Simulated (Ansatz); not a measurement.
`[SH][Mg][Cl]` and `[CH3][Mg][Cl]` differ in one atom or group.

Ansatz, PBE0-D4/def2-TZVP geometries, multiplicity 1. Each molecule was computed in one conformer, which needn't be the lowest.

Outer-core shells of Mg are correlated without core-valence functions.

```
                                            property  `[SH][Mg][Cl]`
vertical ionisation energy (CCSD(T)/def2-TZVPP) / eV            9.78
      size of the dipole moment (PBE/def2-TZVPP) / D            0.93
                 HOMO–LUMO gap (PBE/def2-TZVPP) / eV            3.95
  size of the dipole moment (ωB97M-V/def2-TZVPP) / D            0.89
                  LUMO energy (PBE0/def2-TZVPP) / eV           -1.62
               HOMO–LUMO gap (B3LYP/def2-TZVPP) / eV            5.31
```

Task: Give the same properties after the change, and the shifts. (An estimate is asked.)

Result: Computed: 
| property | `[CH3][Mg][Cl]` | shift |
| --- | --- | --- |
| vertical ionisation energy (CCSD(T)/def2-TZVPP) / eV | 9.90 | 0.12 |
| size of the dipole moment (PBE/def2-TZVPP) / D | 2.17 | 1.24 |
| HOMO–LUMO gap (PBE/def2-TZVPP) / eV | 4.67 | 0.72 |
| size of the dipole moment (ωB97M-V/def2-TZVPP) / D | 2.11 | 1.22 |
| LUMO energy (PBE0/def2-TZVPP) / eV | -1.06 | 0.56 |
| HOMO–LUMO gap (B3LYP/def2-TZVPP) / eV | 6.05 | 0.74 |

With PBE0 the HOMO falls by 0.13 eV and the LUMO rises by 0.56 eV, so the gap widens by about 0.69 eV. PBE moves the HOMO by -0.14 eV and ωB97M-V by -0.19 eV. The zero-point energy changes by 67.9 kJ/mol with +6 modes. Dipoles are sizes alone; their direction can turn.

B3LYP here is the variant with VWN-RPA as its local correlation; programs differ in this.
